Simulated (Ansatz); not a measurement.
Cost and result for the atomization energy of C$_{3}$H$_{8}$O, SMILES `CCCO` (12 atoms, 11 bonds).

| atom | x (Å) | y (Å) | z (Å) |
| --- | --- | --- | --- |
| C1 | -1.108 | 0.159 | 0.859 |
| C2 | -0.400 | -0.474 | -0.325 |
| C3 | 1.099 | -0.236 | -0.321 |
| O4 | 1.446 | 1.133 | -0.378 |
| H5 | -0.917 | 1.234 | 0.897 |
| H6 | -2.188 | 0.007 | 0.807 |
| H7 | -0.755 | -0.271 | 1.801 |
| H8 | -0.818 | -0.090 | -1.264 |
| H9 | -0.574 | -1.556 | -0.338 |
| H10 | 1.534 | -0.609 | 0.610 |
| H11 | 1.569 | -0.791 | -1.146 |
| H12 | 1.112 | 1.493 | -1.204 |

Charge 0, multiplicity 1. All single points use the PBE0-D4/def2-TZVP geometry. It is one conformer, not always the lowest. Program: Ansatz. All runs use 2 threads of a server CPU on a shared host. Times are those of one run each, without the atoms' runs, and a repeat can differ threefold. Electronic energies, without spin–orbit coupling; frozen cores. CCSD(T)/CBS adds CCSD(T) − MP2 in def2-TZVPP to the MP2 limit, and its time is that of the two runs behind it. T1 = 0.009. B3LYP takes the VWN-RPA correlation (the form of Gaussian; ORCA's B3LYP/G).

CCSD(T)/CBS is a level of theory with its own doubt, some kJ/mol a heavy atom from the limit and from the frozen cores, so smaller differences don't rank the functionals.

```csv
level,functions,wall time
PBE-D4/def2-TZVPP (with forces),236,1.9 s
PBE0-D4/def2-TZVPP,236,2.1 s
r2SCAN-D4/def2-TZVPP (with forces),236,3.2 s
B3LYP-D4/def2-TZVPP (with forces),236,3.4 s
B2PLYP/def2-TZVPP,236,3.9 s
ωB97X-V/def2-TZVPP,236,5.5 s
ωB97M-V/def2-TZVPP (with forces),236,7 s
MP2/def2-QZVPP,468,20 s
CCSD(T)/def2-TZVPP,236,110 s
CCSD(T)/CBS(def2),–,2.1 min
```

Problem. What atomization energy does each give, and how far from CCSD(T)/CBS? (Best estimate.)

Solution. Computed: 
```
                             level  atomization (kJ/mol)  difference from CCSD(T)/CBS  per bond
   PBE-D4/def2-TZVPP (with forces)                4701.5                         77.3       7.0
                PBE0-D4/def2-TZVPP                4634.4                         10.2       0.9
r2SCAN-D4/def2-TZVPP (with forces)                4623.9                         -0.3       0.0
 B3LYP-D4/def2-TZVPP (with forces)                4620.5                         -3.7      -0.3
                 B2PLYP/def2-TZVPP                4577.3                        -46.9      -4.3
                ωB97X-V/def2-TZVPP                4622.7                         -1.5      -0.1
  ωB97M-V/def2-TZVPP (with forces)                4630.8                          6.6       0.6
                    MP2/def2-QZVPP                4628.1                          3.9       0.4
                CCSD(T)/def2-TZVPP                4521.4                       -102.8      -9.3
                 CCSD(T)/CBS(def2)                4624.2                          0.0       0.0
```

In def2-TZVPP, CCSD(T) changes the Hartree–Fock value by +1093.6 kJ/mol (the triples alone add +54.4 kJ/mol) and MP2 by +1139.9 kJ/mol; breaking electron pairs costs correlation energy, which Hartree–Fock lacks. The D4 term adds +26.8 kJ/mol with B3LYP and +14.0 kJ/mol with PBE0; it sums over pairs of atoms, weighted by their polarisabilities, and B3LYP, whose exchange is more repulsive, gets the larger term. From PBE to PBE0 (25 % exact exchange), in def2-TZVPP and without D4, the atomization energy moves by −64.2 kJ/mol: exact exchange takes away binding that semilocal exchange gives to molecules.
